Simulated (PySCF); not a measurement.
Work out the structure from these simulated measurements.

Elements present: C, H, O and S. Monoisotopic mass: 99.9983 u.

| Quantity | Value |
| --- | --- |
| Rotational structure | rotational constants A, B, C: 7.200, 2.543, 1.879 GHz [PBE0-D3(BJ)/def2-SVP] |
| Polarisability | 67.2 au [PBE0/def2-SVPD] |
| 13C NMR | chemical shifts (computed TMS as zero) by class: 164.6 (1 C), 145.9 (1 C), 127.2 (1 C), 105.1 (1 C) ppm [GIAO HF/pcSseg-2] |
| NMR, other nuclei | isotropic shieldings of nuclei other than C and H, by class: 251 (1 O), 369 (1 S) ppm [GIAO HF/pcSseg-2] |
| Triplet | lowest triplet excitation (Tamm–Dancoff): 3.65 eV [TDA PBE0/def2-SVPD] |
| Dipole | 0.94 D [PBE0/def2-SVPD] |
| UV, strongest line | among the 10 lowest singlet transitions: S4 at 6.01 eV (206 nm, f = 0.089) [TDDFT PBE0/def2-SVPD] |

Electronic properties: PySCF, gas phase, density fitting. Levels stand in brackets. Geometry: PBE0-D3(BJ)/def2-SVP, one conformer, isolated molecule. NMR classes are plain means over equivalent atoms (diastereotopic ones count apart unless rotation or inversion swaps them), as if these changed places fast.

Problem. Which formula fits the mass and the elements?

Solution. C4H4OS (calculated 99.9983). No other formula that holds each of these elements comes within 0.0003 u with a fitting electron parity and a possible valence count.

Problem. Propose a structure and show how it fits.

Solution. Numbering: `[OH:1][c:2]1[cH:3][cH:4][s:5][cH:6]1`. Its formula, C4H4OS, gives 3 degrees of unsaturation: 1 ring and 2 π bonds in the structure found (Kekulé form). 4 carbons fall into 4 classes; from least to most shielded: aromatic carbon bearing oxygen [C2] (164.6 ppm), aromatic CH next to a ring sulfur [C4] (145.9 ppm), aromatic CH carbon [C3] (127.2 ppm), aromatic CH next to a ring sulfur [C6] (105.1 ppm). The other shieldings belong to: 251 ppm, phenol-type oxygen [O1]; 369 ppm, thiophene-type sulfur [S5]. The optimised geometry has point group Cs and is an asymmetric top. Structure: `OC1=CSC=C1`. Computed isomers that give other values at the same levels: `Sc1ccco1` (rotational constant A: 9.028 GHz; this holds for the one conformer computed); `O=C1C=CCS1` (rotational constant A: 4.855 GHz; this holds for the one conformer computed); `CC(=O)C=C=S` (static isotropic polarisability: 78.3 au). The assignments are read from this structure; whether some other isomer fits the data as well wasn't checked.

Conformer computed: `[OH:1][c:2]1[cH:3][cH:4][s:5][cH:6]1`: H–O1–C2–C3 180°.
